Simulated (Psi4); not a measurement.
**CH5NSi (SMILES C[Si]N): a chain of runs**

We compute a geometry optimisation (wB97X-D/6-31G**), then vibrational wavenumbers, then the vertical excitations (TDA-wB97X-D/6-31G**) of CH5NSi. 

The calculation is run with Psi4 1.11.

## Step 1: Starting point

CH5NSi: 8 atoms, total charge 0, spin state singlet. As SMILES, `C[Si]N`. All atoms were displaced at random from a relaxed shape. The run starts from this shape.

Bond lengths: C1–Si2 2.053 Å, Si2–N3 1.797 Å, C1–H4 1.170 Å, C1–H5 1.063 Å, C1–H6 1.021 Å, N3–H7 0.911 Å, N3–H8 1.033 Å. Angles: C1–Si2–N3 102.4°, Si2–C1–H4 103.8°, Si2–C1–H5 115.9°, Si2–C1–H6 106.0°, Si2–N3–H7 114.5°, Si2–N3–H8 114.7°, H4–C1–H5 111.0°, H4–C1–H6 108.6°, H5–C1–H6 111.1°, H7–N3–H8 130.1°.

## Step 2: A structure relaxation at wB97X-D/6-31G(d,p) (density fitting, Cartesian functions) (run 1)

Contents of input.dat:

```
memory 1600 MB

molecule {
  0 1
  C
  Si 1 R2
  N 2 R3 1 A3
  H 1 R4 2 A4 3 D4
  H 1 R5 4 A5 2 D5
  H 1 R6 5 A6 4 D6
  H 3 R7 2 A7 1 D7
  H 3 R8 7 A8 2 D8

  R2 = 2.05265
  R3 = 1.796548
  A3 = 102.38124
  R4 = 1.170218
  A4 = 103.79925
  D4 = -20.03019
  R5 = 1.062809
  A5 = 111.01578
  D5 = 125.15849
  R6 = 1.021371
  A6 = 111.05936
  D6 = -120.96312
  R7 = 0.911173
  A7 = 114.53328
  D7 = 178.43481
  R8 = 1.032691
  A8 = 130.10727
  D8 = 169.93071
  symmetry c1
}

set globals {
  basis        6-31G**
  reference    rks
  geom_maxiter 60
}

energy_value, wavefunction = optimize("wb97x-d", return_wfn=True)
print_variables()
```

The run is started by

```console
$ psi4 input.dat output.dat -n 1
```

output.dat:

```text
Psi4 1.11 release

gradient() will perform analytic gradient computation.

   => Loading Basis Set <=

    Name: 6-31G**
    Role: ORBITAL
    Keyword: BASIS

   => WB97X-D: Empirical Dispersion <=

    Chai and Head-Gordon Dispersion Correction

        s6 =       1.000000

         ---------------------------------------------------------
                                   SCF
                              RKS Reference
                        1 Threads,   1525 MiB Core
         ---------------------------------------------------------

  ==> Geometry <==

    Molecular point group: c1
    Full point group: C1

    Geometry (in Angstrom), charge = 0, multiplicity = 1:

       Center              X                  Y                   Z               Mass
    ------------   -----------------  -----------------  -----------------  -----------------
         C           -0.002289494620     0.494250362729    -1.618451203887    12.000000000000
         SI          -0.002289494620     0.494250362729     0.434198796113    27.976926534650
         N           -0.002289494620    -1.260514485813     0.819406587605    14.003074004430
[... 4 lines of this table left out ...]
         H            0.110403176605    -1.881454277529     0.001980848839     1.007825032230

  Running in c1 symmetry.

  Rotational constants: A =      0.63852  B =      0.21841  C =      0.16752 [cm^-1]
  Rotational constants: A =  19142.28361  B =   6547.73797  C =   5022.15274 [MHz]
  Nuclear repulsion =   96.537417800544574

  Charge       = 0
  Multiplicity = 1
  Electrons    = 32
  Nalpha       = 16
  Nbeta        = 16

  ==> Algorithm <==

  SCF Algorithm Type is DF.
  DIIS enabled.
  MOM disabled.
  Fractional occupation disabled.
  Guess Type is SAD.
  Energy threshold   = 1.00e-08
  Density threshold  = 1.00e-08
  Integral threshold = 1.00e-12

  ==> Primary Basis <==

  Basis Set: 6-31G**
    Blend: 6-31G**
    Number of shells: 35
    Number of basis functions: 74
    Number of Cartesian functions: 74
    Spherical Harmonics?: false
    Max angular momentum: 2

  ==> DFT Potential <==

   => LibXC <=

    Version 7.1.2

   => Composite Functional: WB97X-D <=

    wB97X-D Hyb-GGA Exchange-Correlation Functional

    Deriv               =              1
    GGA                 =           TRUE
    Meta                =          FALSE

    Exchange Hybrid     =           TRUE
    MP2 Hybrid          =          FALSE

   => Exchange-Correlation Functionals <=

    1.0000   wB97X-D range-separated functional

   => Exact (HF) Exchange <=

    0.7780            HF,LR [omega = 0.2000]
    0.2220               HF

   => LibXC Density Thresholds  <==

    XC_HYB_GGA_XC_WB97X_D:  1.00E-14

   => Molecular Quadrature <=

    Radial Scheme          =       TREUTLER
    Pruning Scheme         =           NONE
    Nuclear Scheme         =       TREUTLER

    Blocking Scheme        =         OCTREE
    BS radius alpha        =              1
    Pruning alpha          =              1
    Radial Points          =             75
    Spherical Points       =            302
    Total Points           =         173286
    Total Blocks           =           1357
    Max Points             =            256
    Max Functions          =             74
    Weights Tolerance      =       1.00E-15

   => Loading Basis Set <=

    Name: (6-31G** AUX)
    Role: JKFIT
    Keyword: DF_BASIS_SCF

  ==> Integral Setup <==

  DFHelper Memory: AOs need 0.053 GiB; user supplied 0.818 GiB.
  SCF_SUBTYPE=INCORE selected. In-core MEM_DF algorithm will be used.
  Using in-core AOs.

  ==> MemDFJK: Density-Fitted J/K Matrices <==

    J tasked:                   Yes
    K tasked:                   Yes
    wK tasked:                  Yes
    Omega:                2.000E-01
    Memory [MiB]:               837
    Algorithm:                 Core
    Schwarz Cutoff:           1E-12
    Mask sparsity (%):       1.4244
    Fitting Condition:        1E-10

   => Auxiliary Basis Set <=

  Basis Set: (6-31G** AUX)
    Blend: CC-PVDZ-JKFIT
    Number of shells: 129
    Number of basis functions: 417
    Number of Cartesian functions: 417
    Spherical Harmonics?: false
    Max angular momentum: 3

  Cached 100.0% of DFT collocation blocks in 0.299 [GiB].

  Minimum eigenvalue in the overlap matrix is 9.3037677527E-03.
  Reciprocal condition number of the overlap matrix is 1.5130669835E-03.
    Using symmetric orthogonalization.

  ==> Pre-Iterations <==

  SCF Guess: Superposition of Atomic Densities via on-the-fly atomic UHF (no occupation information).

   -------------------------
    Irrep   Nso     Nmo
   -------------------------
     A         74      74
   -------------------------
    Total      74      74
   -------------------------

  ==> Iterations <==

                           Total Energy        Delta E     RMS |[F,P]|

[... 6 lines left out ...]
   @DF-RKS iter   6:  -385.27278052576389   -2.90781e-05   1.63186e-05 DIIS
[... 6 lines left out ...]
  Energy and wave function converged.
[... 41 lines left out ...]
    Empirical Dispersion Energy =          -0.0018103886036773
[... 141 lines left out ...]
	                                 ==> Convergence Check <==
[... 172 lines left out ...]
   @DF-RKS iter   1:  -385.30216537231689   -1.02128e-02   6.18146e-04 DIIS/ADIIS
[... 6 lines left out ...]
   @DF-RKS iter   8:  -385.30346864167672   -1.76436e-09   1.36037e-07 DIIS
[... 20 lines left out ...]
    One-Electron Energy =                -726.9203325820781174
[... 20 lines left out ...]
 Dipole Y            :          1.1350097           -1.9216170           -0.7866074
[... 192 lines left out ...]
    Weights Tolerance      =       1.00E-15
[... 44 lines left out ...]
   @DF-RKS iter   5:  -385.30780269005254   -8.53942e-07   3.97746e-06 DIIS
[... 12 lines left out ...]
    Final Occupation by Irrep:
[... 14 lines left out ...]
    VV10 Nonlocal Energy =                  0.0000000000000000
[... 110 lines left out ...]
	Measures of convergence in internal coordinates in au.
[... 140 lines left out ...]
   @DF-RKS iter   2:  -385.30814253314333   -8.81304e-05   6.62520e-05 DIIS
[... 6 lines left out ...]
   @DF-RKS iter   9:  -385.30815951297711   -1.50521e-10   1.90290e-08 DIIS
[... 20 lines left out ...]
    Two-Electron Energy =                 268.1752208621322779
[... 20 lines left out ...]
 Dipole Z            :          3.5078140           -3.7846825           -0.2768685
[... 229 lines left out ...]
                           Total Energy        Delta E     RMS |[F,P]|
[... 7 lines left out ...]
   @DF-RKS iter   6:  -385.30817307602143   -2.50245e-08   8.58177e-07 DIIS
[... 17 lines left out ...]
  @DF-RKS Final Energy:  -385.30817308043379
[... 9 lines left out ...]
    Total Energy =                       -385.3081730804337894
[... 114 lines left out ...]
	   Step    Total Energy     Delta E     Max Force     RMS Force      Max Disp      RMS Disp
[... 118 lines left out ...]
   @DF-RKS iter   3:  -385.30821997201105   -2.33444e-06   1.02295e-05 DIIS
[... 6 lines left out ...]
  Energy and wave function converged.
[... 20 lines left out ...]
    Empirical Dispersion Energy =          -0.0017362780896876
[... 109 lines left out ...]
	                                 ==> Convergence Check <==
[... 123 lines left out ...]
   @DF-RKS iter   1:  -385.30821726826355    1.12953e-03   4.30005e-05 DIIS
[... 6 lines left out ...]
   @DF-RKS iter   8:  -385.30823300370446   -5.74687e-11   3.02804e-08 DIIS
[... 20 lines left out ...]
    Two-Electron Energy =                 268.1981925729687077
[... 20 lines left out ...]
 Dipole Z            :          3.5046153           -3.7799356           -0.2753203
[... 211 lines left out ...]
                           Total Energy        Delta E     RMS |[F,P]|
[... 7 lines left out ...]
   @DF-RKS iter   6:  -385.30823966318371   -5.30861e-10   1.13873e-07 DIIS
[... 20 lines left out ...]
    One-Electron Energy =                -728.5509461855983773
[... 20 lines left out ...]
 Dipole Y            :          1.0329735           -1.9000034           -0.8670300
[... 192 lines left out ...]
    Weights Tolerance      =       1.00E-15
[... 26 lines left out ...]
   @DF-RKS iter   5:  -385.30823858383332   -4.48267e-10   5.86585e-08 DIIS
[... 20 lines left out ...]
    One-Electron Energy =                -728.5470709895972732
[... 20 lines left out ...]
 Dipole Y            :          1.0302428           -1.8970692           -0.8668265
[... 192 lines left out ...]
    Weights Tolerance      =       1.00E-15
[... 26 lines left out ...]
   @DF-RKS iter   5:  -385.30823695077925   -6.20162e-10   7.71920e-08 DIIS
[... 20 lines left out ...]
    One-Electron Energy =                -728.5344494563402122
[... 20 lines left out ...]
 Dipole Y            :          1.0275345           -1.8938751           -0.8663406
[... 192 lines left out ...]
    Weights Tolerance      =       1.00E-15
[... 26 lines left out ...]
   @DF-RKS iter   5:  -385.30823672660682   -2.69438e-11   1.52500e-08 DIIS
[... 41 lines left out ...]
    Two-Electron Energy =                 268.1623778919126266
[... 20 lines left out ...]
 Dipole Z            :          3.5027763           -3.7761236           -0.2733473
[... 33 lines left out ...]
    Blocking Scheme        =         OCTREE
    BS radius alpha        =              1
    Pruning alpha          =              1
    Radial Points          =             75
    Spherical Points       =            302
    Total Points           =         173141
    Total Blocks           =           1360
    Max Points             =            255
    Max Functions          =             74
    Weights Tolerance      =       1.00E-15

  -Total Gradient:
     Atom            X                  Y                   Z
    ------   -----------------  -----------------  -----------------
       1       -0.000002788229     0.000003838920     0.000000867368
       2        0.000026684289     0.000038675180     0.000010590160
       3       -0.000017069367     0.000043772746     0.000025122815
[... 4 lines of this table left out ...]
       8       -0.000044305958     0.000023204208     0.000065213616

	total time  =          0 seconds =       0.00 minutes

    			-----------------------------------------

    			 OPTKING 3.0: for geometry optimizations

    			        with contributions from

    			-----------------------------------------

	                            ===> Fragment 1 <==

	 Z (Atomic Numbers)          Masses                          Geom
	       6.000000            12.000000          0.00267515  0.90354824 -2.80211111
	      14.000000            27.976927          0.00267515  0.90354824  0.81899756
	       7.000000            14.003074          0.00267515 -2.30278037  1.31390891
[... 4 lines of this table left out ...]
	       1.000000             1.007825          0.03811625 -3.65884113 -0.03356221

	 - Coordinate -           - BOHR/RAD -       - ANG/DEG -
	 R(1,2)           =         3.621109           1.916208
	 R(1,4)           =         2.071089           1.095973
	 R(1,5)           =         2.069344           1.095050
[... 18 lines of this table left out ...]
	 D(3,2,1,6)       =         1.685746          96.586121

	        --- Internal Coordinate Step in ANG or DEG, aJ/ANG or AJ/DEG ---
	-------------------------------------------------------------------------------
	           Coordinate      Previous         Force          Change          New
	           ----------      --------        ------          ------        ------
	               R(1,2)       1.91621        0.00001        0.00001       1.91622
	               R(1,4)       1.09597       -0.00005       -0.00001       1.09596
	               R(1,5)       1.09505        0.00003        0.00001       1.09506
[... 18 lines of this table left out ...]
	           D(3,2,1,6)      96.58612        0.00000        0.04884      96.63497
	-------------------------------------------------------------------------------

	                                 ==> Convergence Check <==

	Measures of convergence in internal coordinates in au.

	Criteria marked as inactive (o), active & met (*), and active & unmet ( ).

	----------------------------------------------------------------------------------------------
	   Step    Total Energy     Delta E     Max Force     RMS Force      Max Disp      RMS Disp
	----------------------------------------------------------------------------------------------
	  Convergence Criteria     1.00e-06 *    3.00e-04 *             o    1.20e-03 *             o
	----------------------------------------------------------------------------------------------
	    11    -385.30823673    2.24e-07 *    1.77e-05 *    6.14e-06 o    8.52e-04 *    3.06e-04 o  ~
	----------------------------------------------------------------------------------------------

Next Geometry in Ang
	Fragment 1 (Ang)

	    C   0.0013240415   0.4781005367  -1.4828184103
	   Si   0.0009437655   0.4781434197   0.4333971475
	    N   0.0014974786  -1.2185679605   0.6953437297
[... 4 lines of this table left out ...]
	    H   0.0206433342  -1.9360966972  -0.0177639903

    Final optimized geometry and variables:
    Molecular point group: c1
    Full point group: C1

    Geometry (in Angstrom), charge = 0, multiplicity = 1:

    C
    SI            1          R2
    N             2          R3      1          A3
    H             1          R4      2          A4      3          D4
    H             1          R5      4          A5      2          D5
    H             1          R6      5          A6      4          D6
    H             3          R7      2          A7      1          D7
    H             3          R8      7          A8      2          D8

    A3        =   98.7746144887
    A4        =  114.8434451724
    A5        =  108.4205095887
    A6        =  106.1557357838
    A7        =  121.2753461515
    A8        =  112.3236884243
    D4        =  -24.0218205754
    D5        =  124.4807809309
    D6        = -115.5212282762
    D7        = -178.3292991377
    D8        = -179.6944929261
    R2        =    1.9162081897
    R3        =    1.7168094552
    R4        =    1.0959729847
    R5        =    1.0950496886
    R6        =    1.0989345015
    R7        =    1.0100553230
    R8        =    1.0117994580

  Variable Map:
  ----------------------------------------------------------------------------
  "CURRENT ENERGY"                       =>    -385.308236726608
  "CURRENT REFERENCE ENERGY"             =>    -385.308236726608
  "DD SOLVATION ENERGY"                  =>       0.000000000000
  "DFT FUNCTIONAL TOTAL ENERGY"          =>    -385.306506554950
  "DFT TOTAL ENERGY"                     =>    -385.308236726608
  "DFT VV10 ENERGY"                      =>       0.000000000000
  "DFT XC ENERGY"                        =>     -24.838050536086
  "DISPERSION CORRECTION ENERGY"         =>      -0.001730171658
  "GRID ELECTRONS ALPHA"                 =>      15.999993218108
  "GRID ELECTRONS BETA"                  =>      15.999993218108
  "GRID ELECTRONS TOTAL"                 =>      31.999986436216
  "NUCLEAR REPULSION ENERGY"             =>      99.903635570985
  "ONE-ELECTRON ENERGY"                  =>    -728.534469481763
  "OPTIMIZATION ITERATIONS"              =>      11.000000000000
  "PCM POLARIZATION ENERGY"              =>       0.000000000000
  "PE ENERGY"                            =>       0.000000000000
  "SCF ITERATION ENERGY"                 =>    -385.308236726608
  "SCF ITERATIONS"                       =>       6.000000000000
  "SCF TOTAL ENERGY"                     =>    -385.308236726608
  "TWO-ELECTRON ENERGY"                  =>     268.162377891913
  "WB97X-D DISPERSION CORRECTION ENERGY" =>      -0.001730171658
  "XC GRID RADIAL POINTS"                =>      75.000000000000
  "XC GRID SPHERICAL POINTS"             =>     302.000000000000
  "XC GRID TOTAL POINTS"                 =>  173141.000000000000

  Array Variable Map:
  ----------------------------------------------------------------------------
  "-D GRADIENT"                          =>       0.000000143696 ... 0.000185564975 8 by 3
  "CURRENT DIPOLE"                       =>      -0.009567576360 ... -0.273347267551 1 by 3
  "CURRENT GRADIENT"                     =>      -0.000002788229 ... 0.000065213616 8 by 3
  "DFT TOTAL GRADIENT"                   =>      -0.000002788229 ... 0.000065213616 8 by 3
  "SCF DIPOLE"                           =>      -0.009567576360 ... -0.273347267551 1 by 3
  "SCF TOTAL ENERGIES"                   =>    -385.308201805101 ... -385.308236726608 1 by 7
  "SCF TOTAL GRADIENT"                   =>      -0.000002788229 ... 0.000065213616 8 by 3

    Psi4 run time: 0:00:34.89

[set-up sections that repeat, and orbital energies of the middle runs, are left out above]
```

Standard output:

```text
Optimizer: Optimization complete!
```

It took 36 s on 1 thread of AMD EPYC 9R45 (Zen 5), shared host; peak memory 0.63 GiB.

The path in brief:

| step | energy from the first frame kept (eV) | largest force (eV/Å) |
| --- | --- | --- |
| 0 | 0.0000 | 9.4186 |
| 1 | -0.8350 | 2.0097 |
| 2 | -0.9530 | 0.3716 |
| 3 | -0.9627 | 0.1355 |
| 4 | -0.9630 | 0.1035 |
| 5 | -0.9643 | 0.0432 |
| 6 | -0.9647 | 0.0515 |
| 7 | -0.9648 | 0.0095 |
| 8 | -0.9648 | 0.0082 |
| 9 | -0.9648 | 0.0052 |
| 10 | -0.9648 | 0.0050 |

After the run. Bond lengths: C1–Si2 1.916 Å, Si2–N3 1.717 Å, C1–H4 1.096 Å, C1–H5 1.095 Å, C1–H6 1.099 Å, N3–H7 1.010 Å, N3–H8 1.012 Å. Angles: C1–Si2–N3 98.8°, Si2–C1–H4 114.8°, Si2–C1–H5 110.8°, Si2–C1–H6 108.5°, Si2–N3–H7 121.3°, Si2–N3–H8 126.4°, H4–C1–H5 108.4°, H4–C1–H6 107.7°, H5–C1–H6 106.2°, H7–N3–H8 112.3°.

## Step 3: Vibrational wavenumbers at wB97X-D/6-31G(d,p) (density fitting, Cartesian functions) (run 2)

Contents of input.dat:

```
memory 1.6 GB

molecule molecule1 {
  0 1
  C     -0.600864     0.899206    -0.486099
  Si     1.023673     0.603247     0.486084
  N      0.877104    -1.089543     0.731879
  H     -0.992712     0.018203    -1.007104
  H     -0.475098     1.705532    -1.216274
  H     -1.371578     1.242003     0.218278
  H      1.571758    -1.605908     1.252487
  H      0.125768    -1.681365     0.401759
}

set globals {
  basis 6-31G**
  reference rks
  t 600.0
  rotational_symmetry_number 1
}

result, w = frequency("wb97x-d", return_wfn=True)
```

The run is started by

```console
$ psi4 input.dat output.dat -n 1
```

output.dat, shortened:

```text
[...]
  Running in c1 symmetry.
[...]
  Nuclear repulsion =   99.903641724482384
[...]
  Multiplicity = 1
[...]
  Nalpha       = 16
  Nbeta        = 16
[...]
    Number of basis functions: 74
[...]
   @DF-RKS iter   1:  -385.07702369172114   -5.74278e-01   9.50589e-03 DIIS/ADIIS
[...]
   @DF-RKS iter  12:  -385.30823541302397   -1.87583e-12   2.82402e-09 DIIS
[...]
  @DF-RKS Final Energy:  -385.30823541302397
   => Energetics <=
    Nuclear Repulsion Energy =             99.8968333260139332
    One-Electron Energy =                -728.5221554622573876
    Two-Electron Energy =                 268.1563470597416199
    DFT Exchange-Correlation Energy =     -24.8375296902253559
    Empirical Dispersion Energy =          -0.0017306462967989
    VV10 Nonlocal Energy =                  0.0000000000000000
    Total Energy =                       -385.3082354130239651
[...]
  -Total Gradient:
     Atom            X                  Y                   Z
    ------   -----------------  -----------------  -----------------
       1       -0.000022952852     0.000006470064     0.000036283603
       2        0.000037321285     0.000013543652    -0.000069203482
       3       -0.000158838180     0.000644941699    -0.000206230754
       4        0.000009163286    -0.000029645609     0.000038068747
       5       -0.000010621687    -0.000026587972    -0.000018273221
       6       -0.000000255169     0.000019394358    -0.000004150405
       7        0.000696962506    -0.000290437826     0.000546659833
       8       -0.000410175022    -0.000212380512    -0.000194106630
[...]
  ==> Harmonic Vibrational Analysis <==
[...]
  Freq [cm^-1]                 87.3925             292.6284            503.4047
[...]
  IR activ [km/mol]             1.1193              2.3069             36.3854
[...]
  Freq [cm^-1]                 569.1536            645.4386            727.5946
[...]
  IR activ [km/mol]            196.5844            24.8229              0.7160
[...]
  Freq [cm^-1]                 746.1391            849.7265            910.5351
[...]
  IR activ [km/mol]             4.2717             54.7529             99.2656
[...]
  Freq [cm^-1]                1304.2713           1464.5427           1483.9613
[...]
  IR activ [km/mol]            30.5201             12.5008              8.5399
[...]
  Freq [cm^-1]                1605.7843           3033.5783           3115.9720
[...]
  Freq [cm^-1]                3141.1523           3604.1693           3722.3395
[...]
```

On the terminal:

```text
Warning: used thermodynamics relations inappropriate for low-frequency modes: ['87.3925' '292.6284' '503.4047' '569.1536']
```

Run time: 2.7 min. Hardware: 1 thread of AMD EPYC 9R45 (Zen 5), shared host; peak memory 0.62 GiB.

(Part 1 of 2 ends here.)
